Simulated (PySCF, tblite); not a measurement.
Isomers of [C5H11N]+ (charge +1 and doublet state), one GFN2-xTB conformer each. Single-point energies are computed at B3LYP/pcH-1 (PySCF, gas phase, no added dispersion term), electronic only. GFN2-xTB treats the open shell by occupation alone, and not every SCF solution was tested for stability.

| SMILES | GFN2-xTB relative energy (kJ/mol) |
| --- | --- |
| C[C@H]1CCC[NH+]1 | 0.0 |
| C=C[N+](C)CC | 44.9 |

Conformers: `[CH3:1][C@H:2]1[CH2:3][CH2:4][CH2:5][NH+:6]1` (charge +1 and doublet state) with C1–C2–C3–C4 153°, C2–C3–C4–C5 -33°, C3–C4–C5–N6 27°, C4–C5–N6–C2 -10°; `[CH2:1]=[CH:2][N+:3]([CH3:4])[CH2:5][CH3:6]` (charge +1 and doublet state) with C1–C2–N3–C4 2°, C2–N3–C5–C6 -96°.

Question: What does B3LYP/pcH-1 give for the same structures?

Answer: 
```tsv
SMILES	B3LYP/pcH-1 E (Eh)	B3LYP/pcH-1 (kJ/mol)	GFN2-xTB (kJ/mol)	point group
C[C@H]1CCC[NH+]1	-251.63997	0.0	0.0	C1
C=C[N+](C)CC	-251.63853	3.8	44.9	C1
```

Both levels put the same isomer lowest. As drawn, the lower has an N–H bond, which the higher lacks. Neighbours under 21 kJ/mol apart (C[C@H]1CCC[NH+]1 and C=C[N+](C)CC) can change places with a better method, another conformer or zero-point energy.

Question: What happens when harmonic zero-point energies from GFN2-xTB frequencies are added?

Answer: 
```csv
SMILES,ZPE (kJ/mol),electronic (kJ/mol),with ZPE (kJ/mol)
C[C@H]1CCC[NH+]1,396.6,0.0,1.2
C=C[N+](C)CC,391.6,3.8,0.0
```

The zero-point energies span 5.0 kJ/mol. C=C[N+](C)CC becomes the lowest.

Question: As an exercise, what shares would exp(−E/RT) give at 500 K from these electronic energies alone (no entropy, no degeneracies)?

Answer: RT = 4.157 kJ/mol: C[C@H]1CCC[NH+]1 71.3 %, C=C[N+](C)CC 28.7 %.
